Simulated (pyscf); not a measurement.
Thermochemistry of product channels of H₂N–Ti(NH₂)(Cl)–Cl (SMILES [NH2][Ti]([NH2])([Cl])[Cl]) on the singlet surface, in kJ/mol, from ωB97M-D3(BJ)/def2-TZVP energies (ideal gas, 1 atm, RRHO with modes under 100 cm⁻¹ raised to 100, one conformer, R ln 2 for chiral ones without a mode under 150 cm⁻¹). Structures and frequencies: ωB97X-D3(BJ)/def2-SVP in PySCF.

```tsv
products	ΔE	ΔH(298 K)	ΔG(298 K)	ΔG(900 K)
NH₃ (SMILES N) + HN=Ti(Cl)–Cl (SMILES [NH]=[Ti]([Cl])[Cl])	+208.8	+205.6	+163.7	+85.5
HN=Ti(NH₂)–Cl (SMILES [NH]=[Ti]([NH2])[Cl]) + HCl (SMILES Cl)	+284.9	+272.8	+231.7	+151.5
```

These are energies of the channels, which say nothing of barriers.
